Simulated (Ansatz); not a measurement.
**C3O2: harmonic frequencies at the relaxed geometry, by script**

At which frequencies does C3O2 vibrate? Wanted for C3O2: harmonic frequencies at the relaxed geometry. SMILES: O=C=C=C=O.

Computed with Ansatz 0.2.0 through its Python package. Level of theory: PBE0/def2-SVP.

## 1. The structure

Bond lengths: O1–C2 1.176 Å, C2–C3 1.198 Å, C3–C4 1.198 Å, C4–O5 1.176 Å. Angles: O1–C2–C3 180.0°, C2–C3–C4 180.0°, C3–C4–O5 180.0°.

The script holds or builds the structure itself.

## 2. Script

run_freq.py

```python
# -*- coding: utf-8 -*-
"""Vibrations and zero-point energy of C3O2."""

import itertools

import ansatz as az
from ase import Atoms
from ase.data import atomic_numbers, covalent_radii
from ase.thermochemistry import IdealGasThermo
import numpy as np

mol = (
    az.Crystal.molecule()
    .atom("O", [-2.0875, -0.1915, 1.1127])
    .atom("C", [-1.0534, -0.0966, 0.5615])
    .atom("C", [0.0, 0.0, 0.0])
    .atom("C", [1.0534, 0.0966, -0.5615])
    .atom("O", [2.0875, 0.1915, -1.1127])
)

calc = mol.calculation().basis(gaussian="def2-SVP").functional("pbe0")
symbols = [site.symbol for site in mol.cartesian_sites]
start = np.array([site.position_ang for site in mol.cartesian_sites], dtype=float)
data = calc.relax(force_tolerance=0.003).run(threads=1).report
end = np.array(data["positions_ang"])

# pairs closer than 1.2 times the sum of covalent radii, before or after
radius = [covalent_radii[atomic_numbers[s]] for s in symbols]
span = lambda where, i, j: np.linalg.norm(where[i] - where[j])
bonded = [(i, j) for i, j in itertools.combinations(range(len(symbols)), 2) if min(span(start, i, j), span(end, i, j)) < 1.2 * (radius[i] + radius[j])]
print("pair        before    after (A)")
for i, j in bonded:
    print(f"{symbols[i]}{i}-{symbols[j]}{j}".ljust(10), f"{span(start, i, j):8.4f} {span(end, i, j):8.4f}")
for first, second in list(itertools.combinations(bonded, 2)):
    shared = set(first) & set(second)
    if shared and symbols[(j := shared.pop())] != "H":
        i, k = sorted((set(first) | set(second)) - {j})
        u, v = end[i] - end[j], end[k] - end[j]
        angle = np.degrees(np.arccos(np.clip(u @ v / np.linalg.norm(u) / np.linalg.norm(v), -1, 1)))
        print(f"final angle {symbols[i]}{i}-{symbols[j]}{j}-{symbols[k]}{k}: {angle:.2f} deg")

# same settings at the minimum
minimum = az.Crystal.molecule()
for symbol, place in zip(symbols, end):
    minimum = minimum.atom(symbol, place.tolist())
vibrating = (
    minimum.calculation()
    .basis(gaussian="def2-SVP")
    .functional("pbe0")
    .phonons(temperatures=(100, 500, 100))
)
vib = vibrating.run(threads=1).report["vibrations"]
sums = vib["harmonic_sums"]
modes = [m["omega_inv_cm"] for m in sums["modes_at_gamma"] if m["rigid_motion"] == "no"]
for number, w in enumerate(modes, start=1):
    print(f"mode {number:2d} {w:9.1f} 1/cm {w / 8065.544 * 1000:8.2f} meV")
print("imaginary modes:", sum(w < 0 for w in modes), " zero-point energy:", round(sums["zero_point_energy_ev"], 4), "eV")
# rigid rotor and ideal gas, symmetry number taken as one
gas = IdealGasThermo(vib_energies=[w / 8065.544 for w in modes if w > 0], geometry="linear" if len(modes) == 3 * len(symbols) - 5 else "nonlinear",
                     atoms=Atoms(symbols, positions=end), symmetrynumber=1, spin=0.0)
print(f"H(298 K) - E = {gas.get_enthalpy(298.15, verbose=False):.4f} eV")
print(f"S(298 K, 1 bar) = {96485.33 * gas.get_entropy(298.15, 1e5, verbose=False):.1f} J/(mol K) with symmetry number 1")
```

## 3. The input behind the calls

The package turns the script's settings into the engine's input (first run):

```yaml
crystal:
  periodic: [false, false, false]
  atoms:
    - { symbol: O, position_ang: [-2.0875, -0.1915, 1.1127] }
    - { symbol: C, position_ang: [-1.0534, -0.0966, 0.5615] }
    - { symbol: C, position_ang: [0.0, 0.0, 0.0] }
    - { symbol: C, position_ang: [1.0534, 0.0966, -0.5615] }
    - { symbol: O, position_ang: [2.0875, 0.1915, -1.1127] }
basis:
  gaussian:
    orbitals: def2-SVP
hamiltonian:
  xc: pbe0
relax:
  f_tol: 0.003
```

## 4. The run

On the command line:

```
> python run_freq.py
```

**Question.** What results will this script give? Wanted: moves of the relaxation of run 1; energy gained in run 1; last largest force component of run 1; highest frequency; imaginary modes; zero-point energy.

The runs gave:

```
                             quantity        value
                        runs compared            2
     moves of the relaxation of run 1            3
               energy gained in run 1     0.688 eV
last largest force component of run 1  0.0007 eV/Å
                    highest frequency    2456 cm⁻¹
                      imaginary modes            0
                    zero-point energy     0.616 eV
```

**Reading.** Run 1: After 3 moves the largest shift is 0.084 Å. All frequencies are real, so the geometry is a minimum. The values are harmonic; measured fundamentals also hold anharmonic shifts, mostly downward for stretches. The frequencies are harmonic and unscaled, in a modest basis. The entropy takes a symmetry number of 1; a symmetric molecule's is lower by R ln(sigma).
